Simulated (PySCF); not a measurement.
LiO: calculation against experiment

**Experimental background.**

From Liu, Meijer, Perez-Rios, Phys. Chem. Chem. Phys. 22 (2020) 24191, for the gas: dipole moment 6.84 D.

How close the calculation comes is told at the end.

LiO (doublet state).
Atom-mapped SMILES: `[Li:1][O:2]`

Structure used (PBE0-D3(BJ)/def2-SVP), in Å, numbered top down from 1:
```
atom  x, y, z in Å
Li1    0.8341   -0.0045   -0.0050
O2    -0.8286    0.0071   -0.0233
```

Runs made with PySCF (gas phase, on this PBE0-D3(BJ)/def2-SVP geometry; no spin–orbit coupling):

| level | job | basis functions | wall time |
| --- | --- | --- | --- |
| PBE0-D3(BJ)/def2-SVP, grid level 1 | geometry optimisation from a GFN2-xTB start | 23 | 1.2 s |

Hardware: Arm Neoverse V1, one thread, on a shared host.

**Comparison with experiment**

**Dipole moment.** Measured: 6.84 D (Liu, Meijer, Perez-Rios, Phys. Chem. Chem. Phys. 22 (2020) 24191).

| level | computed (D) | computed − measured (D) | % (from the printed values) |
| --- | --- | --- | --- |
| PBE0-D3(BJ)/def2-SVP | 5.90 | -0.94 | -14 |

The computed dipoles belong to one fixed geometry; measured ones are averaged over vibrations unless marked μe. Magnitudes are compared, not signs.

No measured geometry was used, and the causes of the misses weren't examined.
